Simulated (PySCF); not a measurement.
BF₂ + Cl₂ → BCl₂ + F₂

Level: PBE0 in the def2-TZVP basis family, all electrons, no relativity, computed in PySCF with density fitting; open shells unrestricted.

```
species                              state and structure      E (Eh)  ZPE (kJ/mol)  H(298 K) − H(0) (kJ/mol)  S° (J/(mol K))
    BF₂     doublet, C2v, B–F 1.306 Å (×2); F–B–F 121.1°  -224.44583          18.7                      10.5           246.6
    Cl₂                      singlet, D∞h, Cl–Cl 1.982 Å  -920.08940           3.5                       9.1           222.5
   BCl₂  doublet, C2v, B–Cl 1.720 Å (×2); Cl–B–Cl 125.5°  -944.95072          11.9                      11.5           270.1
     F₂                        singlet, D∞h, F–F 1.376 Å  -199.40856           6.6                       8.7           201.9
```

Problem. What is the electronic reaction energy?

Solution. At PBE0/def2-TZVP, ΔE = 462.0 kJ/mol from the differences of the total energies times 2625.5, uphill. 

Problem. Add zero-point, thermal and entropy terms for 298.15 K and 1 bar.

Solution. ΔZPE = -3.7 and Δ[H(298) − H(0)] = 0.6 kJ/mol give ΔH° = 458.9 kJ/mol. ΔS° = 2.9 J/(mol K), so ΔG° = 458.9 − 298.15 × (0.0029) = 458 kJ/mol.

Only the bonding shown was studied: isomers, or loss of a ligand pair, can lie lower.
